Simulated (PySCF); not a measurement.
# Spin-orbit coupling and the electron affinity along group 15

Two-component X2C-1e calculated with PySCF 2.14: MP2 on generalised Hartree-Fock spinors (GMP2), with spin-orbit coupling off and on (screened by Boettger's factors); no Breit or QED terms. Values in eV; the references (photodetachment measurements) lie between the lowest levels. Elements whose determinants are no pure J levels are left out.

| element | configurations | spin-free | with spin-orbit | shift | reference |
| --- | --- | --- | --- | --- | --- |
| P (x2c-SVPall-2c with one added diffuse shell each of s, p type, [Ne] frozen) | [Ne] 3s2 3p4 → [Ne] 3s2 3p3 | 0.030 | 0.042 | 0.012 | 0.747 |
| As (x2c-SVPall-2c with one added diffuse shell each of s, p, d type, [Ne] frozen) | [Ar] 3d10 4s2 4p4 → [Ar] 3d10 4s2 4p3 | 0.306 | 0.366 | 0.059 | 0.804 |
| Sb (x2c-SVPall-2c with one added diffuse shell each of s, p type, [Ar] 3d10 frozen) | [Kr] 4d10 5s2 5p4 → [Kr] 4d10 5s2 5p3 | 0.339 | 0.479 | 0.140 | 1.047 |
| Bi (x2c-SVPall-2c with one added diffuse shell each of s, p type, [Kr] 4d10 4f14 frozen) | [Xe] 4f14 5d10 6s2 6p4 → [Xe] 4f14 5d10 6s2 6p3 | 0.253 | 0.528 | 0.276 | 0.942 |

The largest shift is at Bi, 0.276 eV, where spin-orbit coupling lowers the species with more electrons by more than the one with fewer (starting occupations 6p1/2^2 6p3/2^2 and 6p1/2^2 6p3/2^1).

What remains against the references is mostly the basis and correlation beyond MP2.
